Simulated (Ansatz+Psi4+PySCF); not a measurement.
doublet C₂HO: levels of theory in one basis

```xyz
4

C    -0.6220    0.6249    0.8423
C     0.0505   -0.0507   -0.0683
H    -1.7011    0.5804    0.8512
O     0.6523   -0.6553   -0.8832
```

Basis set: cc-pVTZ (spherical functions). Left uncorrelated: 3 orbitals. Correlation on ROHF uses semicanonical orbitals with singles. Charge 0, multiplicity 2.

Computed with Ansatz (development build ahead of 0.2.0) and Psi4 1.11; each method stands on the lowest determinant of its kind that the runs found.

```json
{"method": "ROHF", "E − E(ROHF) (eV)": "0.00", "<S²> of the determinant": "0.75"}
{"method": "UHF", "E − E(ROHF) (eV)": "-0.19", "<S²> of the determinant": "0.80"}
{"method": "UHF-MP2", "E − E(ROHF) (eV)": "-13.94", "<S²> of the determinant": "0.80"}
```

Question: What does ROHF-MP2 give on the same scale?

Answer: -14.03 eV.
